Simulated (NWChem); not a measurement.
Total energies of F (+1)

SMILES: [F+]
```xyz
1

F      0.0000     0.0000     0.0000
```
Charge +1, spin multiplicity 3.

The numbers come from NWChem runs, not from measurements.

Basis set: 6-311G** (18 functions).

| method | total energy (Ha) |
|---|---|
| UHF | -98.82051 |
| UMP2 | -98.93268 |
| UB2PLYP | -99.05584 |
| UPBE | -99.00894 |
| UB3LYP | -99.10653 |
| ULC-wPBE (omega 0.3 per bohr) | -99.02729 |

Total energies of different functionals aren't comparable as a measure of quality: only differences taken within one method are. 

The correlated methods keep 1 core orbital frozen. B3LYP has NWChem's definition, with VWN1-RPA local correlation. The Pople sets run with spherical d functions. The stability of the SCF solutions was not checked. Open-shell Hartree-Fock references start from PBE0 orbitals.
